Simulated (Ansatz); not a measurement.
# AlHCl (quartet): wave-function methods side by side, def2-TZVPP

An exercise on one series of results from a longer session: the logs are not shown, and one member is left open.

Method: def2-TZVPP, core rule «outside noble gas», up to 10 orbitals frozen; program: Ansatz 0.2.0, Gaussian basis.

Plan: UHF; ROHF; CCSD(T) on UHF.

### What is computed

The geometry is a PBE0/def2-TZVP stationary point (not a proven minimum).

3 atoms, charge 0, spin multiplicity 4.

Atoms are counted from 1 here; the program's logs count them from 0.

Bond lengths: Al1–Cl2 2.197 Å, Al1–H3 1.817 Å. Angles: Cl2–Al1–H3 63.0°.

As a file:

```xyz
3
AlClH
Al    0.0000   -0.0502    1.2399
Cl    0.0000   -0.0068   -0.9563
H     0.0000    1.5845    0.4462
```

Set-up of the first run:

in.yaml

```yaml
crystal:
  periodic: [false, false, false]
  atoms:
    - {symbol: Al, position_ang: [0.000000, -0.050236, 1.239922]}
    - {symbol: Cl, position_ang: [0.000000, -0.006816, -0.956330]}
    - {symbol: H, position_ang: [0.000000, 1.584516, 0.446218]}
basis:
  gaussian: {orbitals: def2-TZVPP}
magnetization: {spin_polarized: true, initial_magnetization: 3}
hamiltonian: {xc: hf}
output: {orbitals: {seedname: orbitals}}
```

Started as:

```sh
$ ansatz run in.yaml --threads 1 --pin off --events-out ev --progress --plain --max-ram 4096MiB --backend cpu
```

Steps of the session up to this table: UHF; ROHF; CCSD(T) on UHF.

One table of the session follows, with a row left open; its other results are not shown here.

It belongs to the step «Misses and costs». 

| method | from UCCSD(T) (meV) |
| --- | --- |
| ROHF | +7366.2 |
| UHF | +7246.6 |
| UMP2 | ? |
| UCCSD | +316.8 |
| UCCSD(T) | 0 |

Q: Estimate the row for UMP2 from the others.

As computed: from UCCSD(T) (meV): +1008.3. In the column «from UCCSD(T) (meV)» it lies between UCCSD (+316.8) and UHF (+7246.6).

With the free atoms at the same levels and basis (separate runs), the atomisation energy is 2.204 eV at UCCSD(T), 1.622 eV at ROHF.
